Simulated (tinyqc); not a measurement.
Worked calculation: Hueckel theory of the pi electrons with the omega technique, for the molecule Fc1[cH+]c1Cl (SMILES; centres numbered as the heavy atoms are written). One step of it, computed by the program tinyqc.

Task: Energy, charges, bond orders. E = sum n x; q_r = z_r - P_rr; bond order p = P_rs; free valence = sqrt(3) - sum of p over the bonds of the atom.

final x values: 3.478566  2.485955  2.065468  -0.590614  -0.639378

occupations: 2.000000  2.000000  2.000000  0.000000  0.000000

final P, lower triangle:
```
            1F         2C         3C        4C       5Cl
1F    1.962088
2C    0.224012   0.676360
3C   -0.111729   0.656944   0.695532
4C   -0.107384   0.637792   0.674727  0.688381
5Cl   0.013802  -0.081986  -0.089347  0.171252  1.977639
```

Centres:
```
centre  z_r, pi electrons of the neutral centre         h
1F                                            2  3.210000
2C                                            1  0.000000
3C                                            1  0.000000
4C                                            1  0.000000
5Cl                                           2  2.190000
```

Bonds:
```
i  j         k
1  2  0.660000
2  3         1
3  4         1
4  5  0.370000
4  2         1
```

Give: pi energy = 6 alpha + this times beta; pi charges; Bond orders and lengths from R = 1.517 - 0.180 p; free valence of the carbons; gap between the highest filled and the next level.

Result:

pi energy = 6 alpha + this times beta = 16.0600

pi charges: 1F 0.0379, 2C 0.3236, 3C 0.3045, 4C 0.3116, 5Cl 0.0224

Bond orders and lengths from R = 1.517 - 0.180 p (angstrom, C-C alone):
```
bond       p       R
1-2   0.2240       -
2-3   0.6569  1.3988
3-4   0.6747  1.3955
4-5   0.1713       -
4-2   0.6378  1.4022
```

free valence of the carbons: 2C 0.2133, 3C 0.4004, 4C 0.2483

gap between the highest filled and the next level = 2.6561 |beta|
